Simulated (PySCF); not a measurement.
fluorine (F2), SMILES FF.

The structure is a stationary point at B3LYP-D3(BJ)/def2-TZVPD.

These are PySCF with B3LYP-D3(BJ)/def2-TZVPD values and carry that method's errors.

Harmonic, unscaled wavenumbers; measured fundamentals usually lie a few per cent lower.

| mode | ν (cm⁻¹) | IR (km/mol) | moving atoms (share of kinetic energy) |
|---|---|---|---|
| 1 | 1049 | 0.0 | F 100 % |
